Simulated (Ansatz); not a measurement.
A nudged elastic band was laid between two geometries of CH6Si + H4Si (13 atoms, charge 0, multiplicity 1).

All numbers below come from RKS B3LYP/STO-3G in Ansatz 0.2.0.

```
movable images  : 5
climbing image  : yes
spring          : 5.0 eV/Å²
optimiser       : quadratic models (default)
start path      : through a guess of the saddle point
force threshold : 0.05 eV/Å
iteration limit : 60
end points      : relaxed
```

First end point:

```xyz
13
Properties=species:S:1:pos:R:3
Si -1.160 0.670 -2.297
C 0.108 -0.704 -2.141
H -2.108 0.358 -3.341
H -0.508 1.918 -2.622
H -1.876 0.832 -1.053
Si 0.882 -0.018 3.555
H 1.028 1.002 2.545
H 1.974 0.075 4.494
H 0.895 -1.317 2.929
H -0.367 0.170 4.254
H 0.666 -0.839 -3.076
H 0.836 -0.485 -1.349
H -0.370 -1.661 -1.897
```

Last end point:

```xyz
13
Properties=species:S:1:pos:R:3
Si -2.004 2.575 -2.217
C 1.388 -1.947 0.480
H -1.874 1.282 -2.844
H -1.741 3.608 -3.189
H -3.344 2.727 -1.703
Si 1.128 -1.298 2.221
H -1.058 2.683 -1.133
H 2.051 -0.222 2.496
H 1.344 -2.353 3.184
H -0.220 -0.803 2.373
H 1.239 -1.156 -0.266
H 2.404 -2.340 0.349
H 0.686 -2.758 0.248
```

Problem. What changes between the two ends?

Solution. Bonds broken: Si1–C2, Si6–H7. Bonds formed: Si1–H7, C2–Si6.

Problem. What energy profile does the band end with?

Solution. The forces met the threshold. The highest image is number 3 of 0 to 6, 130.2 kcal/mol above the ends, which have the same energy within 2 meV. Neighbouring images differ by up to 5.5 eV, so the band resolves the path poorly. A vibrational analysis at the climbing image gives one clearly imaginary mode, 1170i cm⁻¹: a first-order saddle point. The orbitals stay closed-shell, which can raise the energy where a bond breaks towards radicals; this wasn't checked here. Limits of this set-up: minimal basis.

```json
{"image": "0", "path coordinate (Å)": "0.00", "energy (kcal/mol)": "0.0", "Si1–C2 (Å)": "1.88", "Si6–H7 (Å)": "1.44", "Si1–H7 (Å)": "5.32"}
{"image": "1", "path coordinate (Å)": "2.27", "energy (kcal/mol)": "0.2", "Si1–C2 (Å)": "1.88", "Si6–H7 (Å)": "1.44", "Si1–H7 (Å)": "3.93"}
{"image": "2", "path coordinate (Å)": "4.53", "energy (kcal/mol)": "6.2", "Si1–C2 (Å)": "1.88", "Si6–H7 (Å)": "1.44", "Si1–H7 (Å)": "2.69"}
{"image": "3", "path coordinate (Å)": "6.80", "energy (kcal/mol)": "130.2", "Si1–C2 (Å)": "2.21", "Si6–H7 (Å)": "1.66", "Si1–H7 (Å)": "1.66"}
{"image": "4", "path coordinate (Å)": "9.32", "energy (kcal/mol)": "3.6", "Si1–C2 (Å)": "3.58", "Si6–H7 (Å)": "2.86", "Si1–H7 (Å)": "1.44"}
{"image": "5", "path coordinate (Å)": "11.84", "energy (kcal/mol)": "0.1", "Si1–C2 (Å)": "4.85", "Si6–H7 (Å)": "4.14", "Si1–H7 (Å)": "1.44"}
{"image": "6", "path coordinate (Å)": "14.37", "energy (kcal/mol)": "0.0", "Si1–C2 (Å)": "6.26", "Si6–H7 (Å)": "5.65", "Si1–H7 (Å)": "1.44"}
```

Problem. What is the geometry of the highest image?

Solution. 
```xyz
13
Properties=species:S:1:pos:R:3:forces:R:3
Si -0.828 0.880 -0.744 -0.01 0.00 -0.02
C 0.563 -0.834 -0.720 0.01 0.04 0.03
H -1.504 0.052 -1.739 0.00 0.00 0.00
H -0.112 1.897 -1.483 0.00 0.00 0.00
H -1.982 1.409 -0.031 0.00 0.00 0.00
Si 0.301 -0.186 1.376 -0.01 0.01 -0.01
H 0.046 1.262 0.610 0.01 -0.01 0.01
H 1.614 0.271 1.775 0.00 0.00 -0.01
H 0.287 -1.629 1.600 0.00 0.00 0.00
H -0.746 0.226 2.299 0.00 0.00 0.00
H 0.818 -0.459 -1.727 0.00 0.01 -0.01
H 1.558 -1.139 -0.351 0.00 -0.01 -0.01
H -0.016 -1.751 -0.866 0.00 -0.02 0.00
```

Run time: 4 min on 1 thread of Arm Neoverse V1, on a shared host, peak memory 0.097 GiB.
